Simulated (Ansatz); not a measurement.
Basis-set extrapolation for `C#COC(C)F` (PBE0-D4/def2-TZVP geometry, frozen core, the Gaussian-basis code of Ansatz). Multiplicity 1, RHF reference.

```
                      def2-TZVPP   def2-QZVPP
                 HF  -328.730535  -328.744949
    MP2 correlation    -1.118674    -1.203066
CCSD(T) correlation    -1.192365      not run
```

Energies in hartree. Use E(X) = E(∞) + A·exp(−7.88·√X) for Hartree–Fock and E(X) = E(∞) + B·X^(−2.97) for correlation, with X = 3 and 4, and add CCSD(T) minus MP2 of the smaller set to the MP2 limit.

Q: What is the CCSD(T) energy at the basis-set limit?

A: HF limit: -328.744949 + (-0.014414) × 0.13774 = -328.74693. MP2 limit: -1.203066 + (-0.084392) × 0.74074 = -1.26558. Higher-order term: -1.192365 − (-1.118674) = -0.07369. Total: -330.08620 hartree, 102.5 kcal/mol below CCSD(T)/def2-TZVPP.
